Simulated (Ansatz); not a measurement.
Cost and result for the atomization energy of H4MgOSi (`[MgH][O][SiH3]`) (7 atoms, 6 bonds).

Charge 0, multiplicity 1. Correlated methods include outer-core shells of Mg, which these sets cover unevenly. Geometry: relaxed with PBE0-D4/def2-TZVP. Program: Ansatz. All runs use 2 threads of a server CPU on a shared host. Times are those of one run each, without the atoms' runs, and a repeat can differ threefold. Electronic energies, without spin–orbit coupling; frozen cores. CCSD(T)/CBS adds CCSD(T) − MP2 in def2-TZVPP to the MP2 limit, and its time is that of the two runs behind it. T1 = 0.011. With those shells the extrapolation isn't a true limit. B3LYP takes the VWN-RPA correlation (the form of Gaussian; ORCA's B3LYP/G). HSE06 is the plane-wave form, built on full-range PBE exchange.

CCSD(T)/CBS is a level of theory with its own doubt, some kJ/mol a heavy atom from the limit and from the frozen cores, so smaller differences don't rank the functionals.

```tsv
level	functions	wall time
LDA (SPW92)/def2-TZVPP	161	0.8 s
CCSD(T)/def2-SVP	70	1.5 s
BHLYP-D4/def2-TZVPP	161	1.9 s
HSE06-D4/def2-TZVPP	161	2 s
B3LYP-D4/def2-TZVPP (with forces)	161	2.1 s
B2PLYP/def2-TZVPP	161	2.6 s
r2SCANh-D4/def2-TZVPP	161	2.7 s
PBE-QIDH/def2-TZVPP	161	2.9 s
ωB97X-V/def2-TZVPP	161	4.6 s
B97M-V/def2-TZVPP	161	4.9 s
MP2/def2-QZVPP	310	8.5 s
CCSD(T)/def2-TZVPP	161	22 s
CCSD(T)/CBS(def2)	–	30 s
```

(1) What atomization energy does each give, and how far from CCSD(T)/CBS? (Estimate.)

Answers

(1) The calculation gave: 
```json
{"level": "LDA (SPW92)/def2-TZVPP", "atomization (kcal/mol)": "541.6", "difference from CCSD(T)/CBS": "44.0", "per bond": "7.3"}
{"level": "CCSD(T)/def2-SVP", "atomization (kcal/mol)": "456.9", "difference from CCSD(T)/CBS": "-40.7", "per bond": "-6.8"}
{"level": "BHLYP-D4/def2-TZVPP", "atomization (kcal/mol)": "480.1", "difference from CCSD(T)/CBS": "-17.5", "per bond": "-2.9"}
{"level": "HSE06-D4/def2-TZVPP", "atomization (kcal/mol)": "479.3", "difference from CCSD(T)/CBS": "-18.3", "per bond": "-3.0"}
{"level": "B3LYP-D4/def2-TZVPP (with forces)", "atomization (kcal/mol)": "489.6", "difference from CCSD(T)/CBS": "-8.0", "per bond": "-1.3"}
{"level": "B2PLYP/def2-TZVPP", "atomization (kcal/mol)": "485.5", "difference from CCSD(T)/CBS": "-12.1", "per bond": "-2.0"}
{"level": "r2SCANh-D4/def2-TZVPP", "atomization (kcal/mol)": "490.1", "difference from CCSD(T)/CBS": "-7.5", "per bond": "-1.2"}
{"level": "PBE-QIDH/def2-TZVPP", "atomization (kcal/mol)": "482.0", "difference from CCSD(T)/CBS": "-15.6", "per bond": "-2.6"}
{"level": "ωB97X-V/def2-TZVPP", "atomization (kcal/mol)": "495.2", "difference from CCSD(T)/CBS": "-2.4", "per bond": "-0.4"}
{"level": "B97M-V/def2-TZVPP", "atomization (kcal/mol)": "496.2", "difference from CCSD(T)/CBS": "-1.4", "per bond": "-0.2"}
{"level": "MP2/def2-QZVPP", "atomization (kcal/mol)": "495.9", "difference from CCSD(T)/CBS": "-1.7", "per bond": "-0.3"}
{"level": "CCSD(T)/def2-TZVPP", "atomization (kcal/mol)": "479.5", "difference from CCSD(T)/CBS": "-18.1", "per bond": "-3.0"}
{"level": "CCSD(T)/CBS(def2)", "atomization (kcal/mol)": "497.6", "difference from CCSD(T)/CBS": "0.0", "per bond": "0.0"}
```

At CCSD(T), def2-SVP lies −40.7 kcal/mol from the extrapolated value and def2-TZVPP −18.1 kcal/mol: correlation converges slowly with the basis, and small sets miss more of it in the bonded molecule than in its fragments. From PBE to PBE0 (25 % exact exchange), in def2-TZVPP and without D4, the atomization energy moves by −4.3 kcal/mol: exact exchange takes away binding that semilocal exchange gives to molecules. The D4 term adds +4.3 kcal/mol with B3LYP and +2.2 kcal/mol with PBE0; it sums over pairs of atoms, weighted by their polarisabilities, and B3LYP, whose exchange is more repulsive, gets the larger term.
